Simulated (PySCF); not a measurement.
formaldehyde (CH2O), SMILES O=C.

The structure is a stationary point at r2SCAN-D4/def2-TZVPD.

Calculation: r2SCAN-D4/def2-TZVPD run with PySCF.

No scaling factor is applied to the harmonic values.

```json
[
 {"mode": "1", "ν (cm⁻¹)": "1190", "IR (km/mol)": "6.2", "Raman (Å⁴/amu)": "0.3", "depolarisation": "0.75", "moving atoms (share of kinetic energy)": "H 71 %, C 27 %"},
 {"mode": "2", "ν (cm⁻¹)": "1260", "IR (km/mol)": "11.2", "Raman (Å⁴/amu)": "1.2", "depolarisation": "0.75", "moving atoms (share of kinetic energy)": "H 73 %, C 20 %"},
 {"mode": "3", "ν (cm⁻¹)": "1526", "IR (km/mol)": "10.6", "Raman (Å⁴/amu)": "8.9", "depolarisation": "0.40", "moving atoms (share of kinetic energy)": "H 90 %, O 9 %"},
 {"mode": "4", "ν (cm⁻¹)": "1809", "IR (km/mol)": "111.7", "Raman (Å⁴/amu)": "8.2", "depolarisation": "0.32", "moving atoms (share of kinetic energy)": "C 56 %, O 37 %"},
 {"mode": "5", "ν (cm⁻¹)": "2860", "IR (km/mol)": "83.2", "Raman (Å⁴/amu)": "194.5", "depolarisation": "0.11", "moving atoms (share of kinetic energy)": "H 96 %"},
 {"mode": "6", "ν (cm⁻¹)": "2910", "IR (km/mol)": "144.7", "Raman (Å⁴/amu)": "120.2", "depolarisation": "0.75", "moving atoms (share of kinetic energy)": "H 89 %, C 11 %"}
]
```
